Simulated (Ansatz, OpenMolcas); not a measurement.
## C3H5Cl (SMILES C/C=C/Cl): the vertical energy of the triplet above the singlet from total energies

C3H5Cl: 9 atoms, total charge 0, spin state singlet. As SMILES, `C/C=C/Cl`. Geometry: relaxed at PBE0-D4/def2-TZVP.

```xyz
9

C     0.1740    1.0817   -0.4818
C     0.0796   -0.3947   -0.3112
C    -0.2717   -0.9742    0.8247
Cl   -0.3809   -2.6825    1.0232
H    -0.4995    1.4266   -1.2722
H    -0.0805    1.6110    0.4381
H     1.1858    1.3760   -0.7768
H     0.3129   -1.0199   -1.1684
H    -0.5198   -0.4241    1.7243
```

Both states at this one shape; open shells run unrestricted unless said. 1 Eh = 27.2114 eV.

```tsv
level	program	singlet C3H5Cl (Eh)	triplet C3H5Cl (Eh)
HF/3-21G	Ansatz	-573.133438	-573.003606
TPSS/cc-pVDZ	OpenMolcas	-577.558537	-577.404149
CAM-B3LYP/cc-pVDZ	Ansatz	-577.451439	-577.295596
```

Work out the vertical gap, second state less first, at each level.


1. HF/3-21G: -573.003606 − (-573.133438) = 0.129832 Eh = 3.53 eV.
2. TPSS/cc-pVDZ: -577.404149 − (-577.558537) = 0.154388 Eh = 4.20 eV.
3. CAM-B3LYP/cc-pVDZ: -577.295596 − (-577.451439) = 0.155843 Eh = 4.24 eV.

No measured value is set beside it here; the levels span 3.53 to 4.24 eV. Hartree–Fock favours the state with fewer electron pairs, since it lacks pair correlation.
